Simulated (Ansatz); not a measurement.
A made-up structure of CHLiN, doublet:

Li1  (1.123, -0.132, 2.417)
N2  (-0.369, 0.096, 0.066)
C3  (0.762, -0.126, 0.420)
H4  (1.644, -0.417, -0.198)
(Å)

It is relaxed with PBE-D4/def2-SVP and then PBE0-D4/def2-TZVP (Ansatz 0.2.0). Atoms count as bonded within 1.22 times the sum of their covalent radii (H–H: 0.88 Å). The end point is not checked to be a true minimum.

**Question.** Does its bonding change? (A judgement: the text doesn't fix the answer.)

**Answer.** Computed: Yes. Formed: Li1–N2; broken: none.

Where it ends: The first stage lowers the energy by 0.74 eV in 8 steps. It ends as CHLiN ([Li]1[CH][N]1):
Li1  (0.655, -0.017, 2.298)
N2  (-0.108, 0.076, 0.610)
C3  (1.045, -0.226, 0.376)
H4  (1.568, -0.412, -0.579)
(Å)

Labels in which every atom is bracketed show which atoms are joined, not bond orders.

For scale, one of the runs: PBE0-D4/def2-TZVP relaxation, 82 basis functions, launched by `ansatz run in.yaml --threads 2 --pin off --events-out ev --progress --plain --max-ram 4352MiB`. Hardware: 2 CPU threads of an AMD EPYC 7B13, shared host. Wall time about 7 s.
